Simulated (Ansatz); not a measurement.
A run of Ansatz (development build ahead of 0.2.0) on doublet NO3 at this shape:

```yaml
atoms:
  - { symbol: N, position_ang: [0.0000, 0.0000, 0.0000] }
  - { symbol: O, position_ang: [1.2400, 0.0000, 0.0000] }
  - { symbol: O, position_ang: [-0.6200, 1.0739, 0.0000] }
  - { symbol: O, position_ang: [-0.6200, -1.0739, 0.0000] }
```

Its results:

```yaml
Converged: yes
Total_energy: -280.10298 hartree
Spin_squared_of_the_determinant: 0.752
Stability_test: minimum
```

Task: Which input gives this output? Name the method, the orbitals and the basis set, and write the input.

Result: PBE (unrestricted) in pcseg-2.

```yaml
crystal:
  periodic: [false, false, false]
  atoms:
    - { symbol: "N", position_ang: [0.0, 0.0, 0.0] }
    - { symbol: O, position_ang: [1.24, 0.0, 0.0] }
    - { symbol: O, position_ang: [-0.62, 1.0739, 0.0] }
    - { symbol: O, position_ang: [-0.62, -1.0739, 0.0] }
basis:
  gaussian: { orbitals: pcseg-2 }
magnetization:
  spin_polarized: true
  initial_magnetization: 1
hamiltonian:
  xc: pbe
```
